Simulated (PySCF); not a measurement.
Stationary points of SOS

These are results of PBE0/[S def2-TZVP, O def2-TZVP], no relativity, density fitting, PySCF, not measurements.

Relaxations began from a few typed shapes. The search is not exhaustive: other isomers or separated fragments can lie lower, and high-lying points may rest on an excited occupation.

```
   spin  group                     bonds        angles  imaginary modes (cm⁻¹)  ΔE (kJ/mol)  ΔE with ZPE (kJ/mol)
singlet     Cs  S–O 1.453 Å, S–S 1.880 Å  O–S–S 117.8°                    none          0.0                   0.0
singlet    C∞v  S–O 1.466 Å, S–S 2.004 Å  O–S–S 180.0°              776i, 776i        299.7                     –
```

The lowest minimum found is the singlet Cs: S–O 1.453 Å, S–S 1.880 Å; O–S–S 117.8°.
